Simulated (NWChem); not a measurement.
A series in which one site is exchanged, each optimised at PBE0/def2-SVP with NWChem, gas phase unless a solvent is named. 

A: O(C)C (C2H6O; site = C)
B: C[O][GeH3] (CH6GeO; site = Ge)
C: C[O][TiH3] (CH$_{6}$OTi; site = Ti)

Values for A:

| Quantity | Value |
|---|---|
| dipole (D), PBE0/def2-SVP | 1.25 |
| orbital gap (eV), PBE0/def2-SVP | 9.22 |
| highest harmonic frequency (cm⁻¹), PBE0/def2-SVP | 3156 |
| static polarisability, PBE/def2-SVPD (bohr³) | 34.9 |

Problem. How do these values change for the other members?

Solution. 
```json
[
 {"change from A": "dipole (D), PBE0/def2-SVP", "B": "-0.05", "C": "+1.38"},
 {"change from A": "orbital gap (eV), PBE0/def2-SVP", "B": "-1.02", "C": "-3.04"},
 {"change from A": "highest harmonic frequency (cm⁻¹), PBE0/def2-SVP", "B": "-35", "C": "-11"},
 {"change from A": "static polarisability, PBE/def2-SVPD (bohr³)", "B": "+17.0", "C": "+31.8"}
]
```
